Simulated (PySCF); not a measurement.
Telling isomers of C₄H₈N₂ apart by NMR

PySCF 2.14.0 with density-fitted response routines calculation with GFN2-xTB geometry, J: B3LYP/pcJ-1 (spin–dipole term left out of most H,H and C,H couplings) and shieldings: GIAO PBE0/pcSseg-1; relativity neglected, rapidly exchanging positions averaged, a single conformation, gas phase.

δ = σ(ref) − σ, references computed at the same level: 1H (σ = 31.72 ppm), 13C (σ = 186.93 ppm) against TMS. Multiplet labels drop J under 1 Hz and among equivalent protons, and merge close values. Unscaled 3J(H,H) run several per cent high. Where no couplings were computed, multiplicities follow the n + 1 count of equivalent neighbours, and m marks all less simple cases (inequivalent or close neighbours, rings, F or P nearby). Shifts are as computed. Against solution values, carbons near 30 ppm lie about +3 ppm off and those near 130 ppm about +5 ppm. Of 1211 compounds with measured shifts, 218 miss one by over three times the rms of a fit or turn the order of signals round; such compounds aren't used in these exercises. OH and NH positions are gas-phase values without hydrogen bonding to other molecules.

(1) Tabulate the signals of `C=C/C(C)=N\N`, `C=NNC1CC1`, `C=NN=C(C)C` and their relative energies.

(2) What is the quickest way to tell C=C/C(C)=N\N from C=NNC1CC1?

(3) What is the quickest way to tell C=C/C(C)=N\N from C=NN=C(C)C?

(4) What is the quickest way to tell C=NNC1CC1 from C=NN=C(C)C?

Results:

(1) 
```json
{"SMILES": "C=C/C(C)=N\\N", "carbon types": "1×C 1×CH 1×CH2 1×CH3", "δC": "138.6, 126.8, 121.1, 23.4", "δH": "6.75 (m, 1H), 5.70 (br s, 2H), 5.50 (m, 1H), 5.46 (m, 1H), 2.03 (s, 3H)", "E rel. (kcal/mol)": "0.0"}
{"SMILES": "C=NNC1CC1", "carbon types": "1×CH 3×CH2", "δC": "115.1, 36.1, 5.8", "δH": "6.25 (d, 1H), 5.66 (d, 1H), 4.31 (br s, 1H), 3.16 (tt, 1H), 0.63 (m, 2H), 0.17 (m, 2H)", "E rel. (kcal/mol)": "16.2"}
{"SMILES": "C=NN=C(C)C", "carbon types": "1×C 1×CH2 2×CH3", "δC": "131.8, 118.9, 27.4, 16.6", "δH": "6.19 (m, 1H), 6.14 (m, 1H), 1.96 (s, 3H), 1.66 (s, 3H)", "E rel. (kcal/mol)": "0.8"}
```

Energies are electronic energies at PBE0/pcSseg-1 on these geometries, without zero-point or thermal terms, each for the one conformer computed, which needn't be the lowest.

(2) Count the carbon signals: 4 against 3. The first has a C=N carbon (C) at 138.6 ppm, the second a three-membered-ring carbon (CH) at 36.1 ppm. Their most deshielded carbons lie at 138.6 and 115.1 ppm. In the proton spectra the most deshielded non-exchanging signals are 6.75 (m, 1H) and 6.25 (d, J = 11.0 Hz, 1H).

(3) Both give the same number of carbon signals, but DEPT or the intensities differ. The first has an alkene CH at 126.8 ppm, the second a methyl carbon (CH3) at 16.6 ppm. Their most deshielded carbons lie at 138.6 and 131.8 ppm. In the proton spectra the most deshielded non-exchanging signals are 6.75 (m, 1H) and 6.19 (m, 1H).

(4) Count the carbon signals: 3 against 4. The first has a three-membered-ring carbon (CH) at 36.1 ppm, the second a C=N carbon (C) at 131.8 ppm. Their most deshielded carbons lie at 115.1 and 131.8 ppm.
